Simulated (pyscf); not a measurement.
Single points on ωB97X-D3(BJ)/def2-SVP structures (PySCF, gas phase).

For H₂N–SiH: [singlet] + silane (SiH₄) → HN=SiH–SiH₃ + hydrogen (H₂), a concerted two-bond exchange (singlet surface; H–N, H–Si broken, Si–Si, H–H formed), PBE/def2-TZVP gives ΔE‡ = 39.4 kcal/mol and ΔE = +16.1 kcal/mol (zero: the separated reactants). In which direction and how far do B3LYP-D3(BJ)/def2-TZVP, M06-2X/def2-TZVP, ωB97M-D3(BJ)/def2-TZVP move these?

B3LYP-D3(BJ): ΔE‡ = 46.6 kcal/mol, ΔE = +18.8 kcal/mol; M06-2X: ΔE‡ = 50.9 kcal/mol, ΔE = +22.0 kcal/mol; ωB97M-D3(BJ): ΔE‡ = 50.4 kcal/mol, ΔE = +23.3 kcal/mol. PBE's barrier lies under all of them, by 7.2 to 11.5 kcal/mol. Its reaction energy lies under all of them, by 2.8 to 7.2 kcal/mol. Low barriers are usual for a GGA, whose delocalisation error favours stretched bonds. HN=SiH–SiH₃ lies 28.5 kcal/mol over its isomer :HSi–NH–SiH₃ [singlet] (electronic energy, ωB97M-D3(BJ)/def2-TZVP). One saddle was located; it need not be the lowest between these sides.
